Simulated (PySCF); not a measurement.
Predicted microwave data (PySCF 2.14.0, PBE0-D3(BJ)/def2-SVP geometry optimisation, gas phase) for one isomer of C3H3FO:

```
Rotational constants : A = 18688, B = 2483, C = 2374 MHz
Dipole components    : |μa| = 0.08 D, |μb| = 1.52 D, |μc| = 0.53 D
Inertial defect      : -17.74 u·Å²
κ                    : -0.99
```

Question: Which structure is it? (One computed conformer of each.)
A. `[CH2:1]=[CH:2][C:3](=[O:4])[F:5]` with C1–C2–C3–O4 0°
B. `[O:1]=[CH:2]/[CH:3]=[CH:4]/[F:5]` with O1–C2–C3–C4 0°
C. `[CH2:1]=[C:2]([F:3])[CH:4]=[O:5]` with C1–C2–C4–O5 0°
D. `[O:1]=[C:2]=[CH:3][CH2:4][F:5]` with C2–C3–C4–F5 -100°

Answer: D. It is O=C=CCF, a near-prolate asymmetric top, point group C1. The candidates at the same level (rigid rotor, commonest isotopes):

| SMILES | A (MHz) | B (MHz) | C (MHz) | μa (D) | μb (D) | μc (D) | Δ (u·Å²) | point group | rotor |
| --- | --- | --- | --- | --- | --- | --- | --- | --- | --- |
| C=C(F)C=O | 10162 | 4217 | 2980 | 1.34 | 0.37 | 0.00 | 0.00 | Cs | asymmetric top |
| O=C/C=C/F | 21239 | 2690 | 2388 | 1.05 | 1.42 | 0.00 | 0.00 | Cs | near-prolate asymmetric top |
| O=C=CCF | 18688 | 2483 | 2374 | 0.08 | 1.52 | 0.53 | -17.74 | C1 | near-prolate asymmetric top |
| C=CC(=O)F | 11000 | 4228 | 3054 | 2.65 | 1.63 | 0.00 | 0.00 | Cs | asymmetric top |

`C=C(F)C=O` has B 70 % too high; `C=CC(=O)F` has B 70 % too high; `O=C/C=C/F` has A 14 % too high. No structure here is proved a minimum.
